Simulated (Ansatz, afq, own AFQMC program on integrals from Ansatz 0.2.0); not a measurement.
## BH, singlet: AFQMC among the cluster methods

| atom | x (Å) | y (Å) | z (Å) |
| --- | --- | --- | --- |
| B | 0.0000 | 0.0000 | 0.0000 |
| H | 0.0000 | 0.0000 | 1.2410 |

Basis cc-pVTZ. Only valence electrons are correlated. Integrals, coupled cluster, full CI and functionals: Ansatz 0.2.0; the random walks run on the same integrals in our own AFQMC program. The CISD trial takes its coefficients from CCSD amplitudes. Released means that phaseless walkers are propagated on without the constraint, phases kept. Uncertainties: one standard error, sampling alone.

Determinant: UHF, the one that the program's search chose, which needn't be the lowest solution. The geometry is a point of a scan.

Full CI on the same integrals is exact in this basis and with this determinant's frozen core.

Cautions: strong correlation (T1 0.156, weight of the determinant 0.73, largest double 0.13); unrestricted determinant spin contaminated (⟨S²⟩ 0.48 against 0.00).

* T1 diagnostic: 0.1563
* weight of the determinant in the CISD state: 0.734
* ⟨S²⟩ of the determinant: 0.475
* size of the correlated space: 4 electrons in 43 orbitals

Reference: full CI, correlation energy -2.580 eV. The released energy is read at 2.40 1/Eh (meV from the phaseless value at times in 1/Eh: -3.3 ± 1.6 at 0.24, -3.8 ± 1.7 at 0.51, -3.7 ± 1.3 at 0.99, -4.0 ± 1.6 at 1.62, -4.5 ± 2.0 at 2.40). The cautions show a poor starting determinant, so the rows tell how each method copes with it here, and full CI is the sure value.

```json
{"level": "HF", "E − E(reference) (kJ/mol)": "248.9", "share of correlation (%)": "0.00"}
{"level": "MP2", "E − E(reference) (kJ/mol)": "89.0", "share of correlation (%)": "64.24"}
{"level": "CCSD", "E − E(reference) (kJ/mol)": "7.2", "share of correlation (%)": "97.11"}
{"level": "CCSD(T)", "E − E(reference) (kJ/mol)": "1.6", "share of correlation (%)": "99.35"}
{"level": "CCSDT", "E − E(reference) (kJ/mol)": "0.2", "share of correlation (%)": "99.91"}
{"level": "CCSDT(Q)", "E − E(reference) (kJ/mol)": "0.0", "share of correlation (%)": "99.98"}
{"level": "ph-AFQMC/HF", "E − E(reference) (kJ/mol)": "5.1 ± 1.2", "share of correlation (%)": "97.94"}
{"level": "ph-AFQMC/CISD", "E − E(reference) (kJ/mol)": "0.7 ± 0.2", "share of correlation (%)": "99.73"}
{"level": "released AFQMC", "E − E(reference) (kJ/mol)": "0.2 ± 0.2", "share of correlation (%)": "99.90"}
```

CCSDT and higher add their correlation energy to the determinant of the CCSD(T) run, since their own runs factorise the integrals more tightly (a shift of under 2 meV). Released energies are given only where the last usable release times agree within the noise; a slower fall can still hide under it.
